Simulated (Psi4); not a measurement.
# triplet PHF2 at 4 levels

We compute a comparison of 4 runs (U-r2SCAN/def2-TZVPP, UB3LYP/def2-TZVPP, UM06-L/def2-TZVPP, UPBE0/def2-TZVPP) of triplet PHF2. 

Program for the calculation: Psi4 1.11.

1 further run of the same task is left out (set aside as unsound or not needed).

### Step 1. The structure to begin with

The species is PHF2 (4 atoms), meant as a triplet with charge 0. SMILES of the parent species: `FPF`. The shape is that of a GFN2-xTB optimisation. That shape belongs to the parent species and isn't relaxed for this state.

Bond lengths: F1–P2 1.617 Å, P2–F3 1.617 Å, P2–H4 1.418 Å. Angles: F1–P2–F3 94.7°, F1–P2–H4 92.6°, F3–P2–H4 92.6°.

### Step 2. Energy and forces at U-r2SCAN/def2-TZVPP (run 1)

f2hp.xyz

```xyz
4
F2HP
F      1.200700     0.603880    -0.244050
P     -0.020800    -0.433020    -0.460000
F     -1.177160     0.665480    -0.195640
H     -0.002740    -0.836340     0.899690
```

calc.py

```python
import psi4

psi4.set_memory(1600000000)
psi4.set_num_threads(1)
psi4.set_output_file('run.log', False)

with open('f2hp.xyz') as f:
    atoms = ''.join(f.readlines()[2:])
geom = psi4.geometry('0 3\n' + atoms + 'symmetry c1')

psi4.set_options({
    'basis': 'def2-TZVPP',
    'reference': 'uks',
    'puream': True,
    'e_convergence': 1e-09,
    'd_convergence': 1e-08,
    'scf_type': 'pk',
    'dft_radial_points': 99,
    'dft_spherical_points': 590,
    'maxiter': 200,
})

E, wfn = psi4.gradient("r2scan", molecule=geom, return_wfn=True)
psi4.oeprop(wfn, "WIBERG_LOWDIN_INDICES", "QUADRUPOLE", "DIPOLE")
print('gradient / Eh bohr^-1')
print(E.np.round(6))
print(f'energy = {wfn.energy():.10f} Eh')
```

Command:

```sh
$ python calc.py
```

run.log:

```text
[...]
  Running in c1 symmetry.
[...]
  Nuclear repulsion =  116.320293508718024
[...]
  Multiplicity = 3
[...]
  Nalpha       = 18
  Nbeta        = 16
[...]
    Number of basis functions: 118
[...]
   @UKS iter   1:  -541.44355224088179   -8.47421e-02   4.53783e-03 DIIS/ADIIS
[...]
   @UKS iter  13:  -541.52134810204802   -2.10321e-11   7.24996e-09 DIIS
[...]
   @S^2 Observed:                2.005357765E+00
[...]
    Orbital Energies [Eh]
    ---------------------
    Alpha Occupied:
       1A    -76.890269     2A    -24.512821     3A    -24.512761
       4A     -6.585777     5A     -4.733494     6A     -4.730667
       7A     -4.729566     8A     -1.201654     9A     -1.169533
      10A     -0.646787    11A     -0.502014    12A     -0.495100
      13A     -0.466502    14A     -0.415772    15A     -0.403130
      16A     -0.390324    17A     -0.324743    18A     -0.115154
    Alpha Virtual:
      19A     -0.076680    20A      0.051419    21A      0.178035
      22A      0.209801    23A      0.211844    24A      0.223980
      25A      0.230713    26A      0.252434    27A      0.320283
[...]
  @UKS Final Energy:  -541.52134810204802
   => Energetics <=
    Nuclear Repulsion Energy =            116.3202935087180236
    One-Electron Energy =                -982.2641164985952855
    Two-Electron Energy =                 368.9125275847826515
    DFT Exchange-Correlation Energy =     -44.4900526969534127
    Empirical Dispersion Energy =           0.0000000000000000
    VV10 Nonlocal Energy =                  0.0000000000000000
    Total Energy =                       -541.5213481020480231
[...]
  -Total Gradient:
     Atom            X                  Y                   Z
    ------   -----------------  -----------------  -----------------
       1        0.007215919847    -0.023605963595     0.012888702420
       2       -0.000100854364     0.020802833134    -0.035873047773
       3       -0.007955585477    -0.023151952761     0.013252240494
       4        0.000838571936     0.025970640272     0.009645017618
[...]
 Multipole Moments:
 ------------------------------------------------------------------------------------
     Multipole            Electronic (a.u.)      Nuclear  (a.u.)        Total (a.u.)
 ------------------------------------------------------------------------------------
 L = 1.  Multiply by 2.5417464519 to convert [e a0] to [Debye]
 Dipole X            :         -0.0007074           -0.0109747           -0.0116821
 Dipole Y            :          0.8601080           -1.3196850           -0.4595770
 Dipole Z            :         -1.0971540            1.1019271            0.0047731
 Magnitude           :                                                    0.4597502
 L = 2.  Multiply by 1.3450342976 to convert [e a0^2] to [Debye ang]
 Quadrupole XX       :       -111.1090402           90.8931068          -20.2159334
 Quadrupole XY       :          1.4030570           -1.3383732            0.0646838
[...]
```

Standard output:

```text
gradient / Eh bohr^-1
[[ 0.007216 -0.023606  0.012889]
 [-0.000101  0.020803 -0.035873]
 [-0.007956 -0.023152  0.013252]
 [ 0.000839  0.025971  0.009645]]
energy = -541.5213481020 Eh
```

Wall time 2.1 min (1 thread of Intel Xeon at 2.70GHz, shared host); peak memory 0.71 GiB.

### Step 3. Energy and gradient at UB3LYP/def2-TZVPP (run 2)

input.json

```json
{
  "schema_name": "qcschema_input",
  "schema_version": 1,
  "molecule": {
    "schema_name": "qcschema_molecule",
    "schema_version": 2,
    "symbols": ["F", "P", "F", "H"],
    "geometry": [2.26899416, 1.14116781, -0.46118766, -0.0393063, -0.81828921, -0.86927402, -2.22451, 1.25757494, -0.36970602, -0.00517785, -1.58045355, 1.7001677],
    "molecular_charge": 0,
    "molecular_multiplicity": 3,
    "fix_symmetry": "c1",
    "fix_com": true,
    "fix_orientation": true
  },
  "driver": "gradient",
  "model": {
    "method": "b3lyp",
    "basis": "def2-TZVPP"
  },
  "keywords": {
    "reference": "uks",
    "puream": true,
    "e_convergence": 1e-09,
    "d_convergence": 1e-08,
    "scf_type": "pk",
    "dft_radial_points": 99,
    "dft_spherical_points": 590,
    "maxiter": 200,
    "scf_properties": ["MAYER_INDICES", "DIPOLE", "WIBERG_LOWDIN_INDICES"]
  }
}
```

Command:

```sh
$ psi4 --qcschema input.json -n 1 --memory 1600MB
```

stdout:

```text
[...]
  Running in c1 symmetry.
[...]
  Nuclear repulsion =  116.320293543093484
[...]
  Multiplicity = 3
[...]
  Nalpha       = 18
  Nbeta        = 16
[...]
    Number of basis functions: 118
[...]
   @UKS iter   1:  -541.55722999811815   -1.09317e-01   4.69692e-03 DIIS/ADIIS
[...]
   @UKS iter  15:  -541.64047651509020   -6.61657e-11   5.52561e-09 DIIS
[...]
   @S^2 Observed:                2.003482720E+00
[...]
    Orbital Energies [Eh]
    ---------------------
    Alpha Occupied:
       1A    -77.200385     2A    -24.709462     3A    -24.709397
       4A     -6.669571     5A     -4.834034     6A     -4.830818
       7A     -4.830733     8A     -1.247375     9A     -1.214162
      10A     -0.688683    11A     -0.545529    12A     -0.537388
      13A     -0.510261    14A     -0.463327    15A     -0.447645
      16A     -0.436842    17A     -0.354851    18A     -0.136522
    Alpha Virtual:
      19A     -0.054387    20A      0.049774    21A      0.167869
      22A      0.202312    23A      0.209764    24A      0.243737
      25A      0.245436    26A      0.256120    27A      0.338798
[...]
  @UKS Final Energy:  -541.64047651509020
   => Energetics <=
    Nuclear Repulsion Energy =            116.3202935430934843
    One-Electron Energy =                -982.2432836927090420
    Two-Electron Energy =                 360.2603570563098287
    DFT Exchange-Correlation Energy =     -35.9778434217844563
    Empirical Dispersion Energy =           0.0000000000000000
    VV10 Nonlocal Energy =                  0.0000000000000000
    Total Energy =                       -541.6404765150901994
[...]
 Multipole Moments:
 ------------------------------------------------------------------------------------
     Multipole            Electronic (a.u.)      Nuclear  (a.u.)        Total (a.u.)
 ------------------------------------------------------------------------------------
 L = 1.  Multiply by 2.5417464519 to convert [e a0] to [Debye]
 Dipole X            :          0.1814923           -0.1944149           -0.0129226
 Dipole Y            :         -8.2461004            7.7338931           -0.5122073
 Dipole Z            :         18.8264078          -18.8169857            0.0094221
 Magnitude           :                                                    0.5124569
[...]
  -Total Gradient:
     Atom            X                  Y                   Z
    ------   -----------------  -----------------  -----------------
       1        0.004350452698    -0.024632762290     0.011902643013
       2        0.000090504355     0.023679040692    -0.031969284538
       3       -0.005209551010    -0.024311304828     0.012172986507
       4        0.000767231960     0.025235401211     0.007864586272
[...]
```

The result, in JSON:

```text
{
 "driver": "gradient",
 "model": {
  "method": "b3lyp",
  "basis": "def2-TZVPP"
 },
 "success": true,
 "return_result": [0.004350452698115709, -0.02463276228958046, 0.01190264301294991, 9.050435454733066e-05, 0.023679040691985398, -0.03196928453828324, -0.005209551009895674, -0.024311304828428387, 0.012172986507128045, 0.0007672319600322997, 0.025235401210907435, 0.007864586272328888],
 "properties": {
  "calcinfo_nbasis": 118,
  "calcinfo_nmo": 118,
  "calcinfo_nalpha": 18,
  "calcinfo_nbeta": 16,
  "calcinfo_natom": 4,
  "nuclear_repulsion_energy": 116.32029354309348,
  "return_energy": -541.6404765150902,
  "return_gradient": [0.004350452698115709, -0.02463276228958046, 0.01190264301294991, 9.050435454733066e-05, 0.023679040691985398, -0.03196928453828324, -0.005209551009895674, -0.024311304828428387, 0.012172986507128045, 0.0007672319600322997, 0.025235401210907435, 0.007864586272328888],
  "scf_one_electron_energy": -982.243283692709,
  "scf_two_electron_energy": 360.26035705630983,
  "scf_xc_energy": -35.977843421784456,
  "scf_dipole_moment": [-0.012922647002558935, -0.5122073127126665, 0.009422059392171889],
  "scf_total_energy": -541.6404765150902,
  "scf_total_gradient": [0.004350452698115709, -0.02463276228958046, 0.01190264301294991, 9.050435454733066e-05, 0.023679040691985398, -0.03196928453828324, -0.005209551009895674, -0.024311304828428387, 0.012172986507128045, 0.0007672319600322997, 0.025235401210907435, 0.007864586272328888],
  "scf_iterations": 15
 }
}
```

It took 59 s on 1 thread of Intel Xeon at 2.70GHz, shared host; peak memory 0.7 GiB.

Run 3 isn't shown in full; the table further down has it.

### Step 4. A single-point energy at UPBE0/def2-TZVPP (run 4)

job.json

```json
{
  "schema_name": "qcschema_input",
  "schema_version": 1,
  "molecule": {
    "schema_name": "qcschema_molecule",
    "schema_version": 2,
    "symbols": ["F", "P", "F", "H"],
    "geometry": [2.26899416, 1.14116781, -0.46118766, -0.0393063, -0.81828921, -0.86927402, -2.22451, 1.25757494, -0.36970602, -0.00517785, -1.58045355, 1.7001677],
    "molecular_charge": 0,
    "molecular_multiplicity": 3,
    "fix_symmetry": "c1"
  },
  "driver": "energy",
  "model": {
    "method": "pbe0",
    "basis": "def2-TZVPP"
  },
  "keywords": {
    "reference": "uks",
    "puream": true,
    "e_convergence": 1e-09,
    "d_convergence": 1e-08,
    "scf_type": "pk",
    "dft_radial_points": 99,
    "dft_spherical_points": 590,
    "maxiter": 200,
    "scf_properties": ["DIPOLE", "QUADRUPOLE", "LOWDIN_CHARGES"]
  }
}
```

Command:

```sh
$ psi4 --qcschema job.json -n 1 --memory 1600MB
```

stdout:

```text
[...]
  Running in c1 symmetry.
[...]
  Nuclear repulsion =  116.320293543093484
[...]
  Multiplicity = 3
[...]
  Nalpha       = 18
  Nbeta        = 16
[...]
    Number of basis functions: 118
[...]
   @UKS iter   1:  -541.23322872916913   -1.39862e-01   4.25932e-03 ADIIS/DIIS
[...]
   @UKS iter  16:  -541.30312658145488   -3.43334e-11   3.95278e-09 DIIS
[...]
   @S^2 Observed:                2.003910928E+00
[...]
    Orbital Energies [Eh]
    ---------------------
    Alpha Occupied:
       1A    -77.349862     2A    -24.794693     3A    -24.794624
       4A     -6.730231     5A     -4.869539     6A     -4.866136
       7A     -4.865658     8A     -1.275276     9A     -1.241810
      10A     -0.706680    11A     -0.559767    12A     -0.549802
      13A     -0.524645    14A     -0.475249    15A     -0.459315
      16A     -0.448088    17A     -0.366135    18A     -0.148130
    Alpha Virtual:
      19A     -0.049047    20A      0.060094    21A      0.176816
      22A      0.213331    23A      0.219912    24A      0.248251
      25A      0.250771    26A      0.265195    27A      0.342623
[...]
  @UKS Final Energy:  -541.30312658145488
   => Energetics <=
    Nuclear Repulsion Energy =            116.3202935430934843
    One-Electron Energy =                -982.2287582221614457
    Two-Electron Energy =                 358.0870507443758015
    DFT Exchange-Correlation Energy =     -33.4817126467627162
    Empirical Dispersion Energy =           0.0000000000000000
    VV10 Nonlocal Energy =                  0.0000000000000000
    Total Energy =                       -541.3031265814548760
[...]
 Multipole Moments:
 ------------------------------------------------------------------------------------
     Multipole            Electronic (a.u.)      Nuclear  (a.u.)        Total (a.u.)
 ------------------------------------------------------------------------------------
 L = 1.  Multiply by 2.5417464519 to convert [e a0] to [Debye]
 Dipole X            :         -0.0019933           -0.0109748           -0.0129680
 Dipole Y            :          0.8097398           -1.3196850           -0.5099451
 Dipole Z            :         -1.0975691            1.1019271            0.0043580
 Magnitude           :                                                    0.5101286
 L = 2.  Multiply by 1.3450342976 to convert [e a0^2] to [Debye ang]
 Quadrupole XX       :       -111.2452572           90.8931066          -20.3521506
 Quadrupole XY       :          1.4061438           -1.3383732            0.0677706
[...]
```

The result, in JSON:

```text
{
 "driver": "energy",
 "model": {
  "method": "pbe0",
  "basis": "def2-TZVPP"
 },
 "success": true,
 "return_result": -541.3031265814549,
 "properties": {
  "calcinfo_nbasis": 118,
  "calcinfo_nmo": 118,
  "calcinfo_nalpha": 18,
  "calcinfo_nbeta": 16,
  "calcinfo_natom": 4,
  "nuclear_repulsion_energy": 116.32029354309348,
  "return_energy": -541.3031265814549,
  "scf_one_electron_energy": -982.2287582221614,
  "scf_two_electron_energy": 358.0870507443758,
  "scf_xc_energy": -33.481712646762716,
  "scf_dipole_moment": [-0.012968039676313511, -0.509945125552371, 0.00435800001259623],
  "scf_total_energy": -541.3031265814549,
  "scf_iterations": 16
 }
}
```

Run time: 54 s. Hardware: 1 thread of Intel Xeon at 2.70GHz, shared host; peak memory 0.7 GiB.

### Step 5. The series

```csv
run,level,task,energy (Eh),dipole moment (D),HOMO energy (eV),⟨S²⟩,wall time
1,U-r2SCAN/def2-TZVPP,gradient,-541.521348,1.17,-3.13,2.005,2.1 min
2,UB3LYP/def2-TZVPP,gradient,-541.640477,1.30,-3.71,2.003,59 s
3,UM06-L/def2-TZVPP,gradient,-541.576837,1.10,-2.74,2.005,1.7 min
4,UPBE0/def2-TZVPP,energy,-541.303127,1.30,-4.03,2.004,54 s
```

### Step 6. What came out

| quantity | value |
| --- | --- |
| run 4: total energy | -541.30313 Eh |
| run 4: dipole moment | 1.30 D |
| run 4: HOMO energy (highest over α and β) | -4.03 eV |
| run 4: ⟨S²⟩ | 2.004 |

**Reading.** The dipole moment (its size) runs from 1.10 D (UM06-L/def2-TZVPP) to 1.30 D (UB3LYP/def2-TZVPP). Totals of different functionals can't be ranked against each other. All runs together took 5.6 min, the longest 2.1 min.
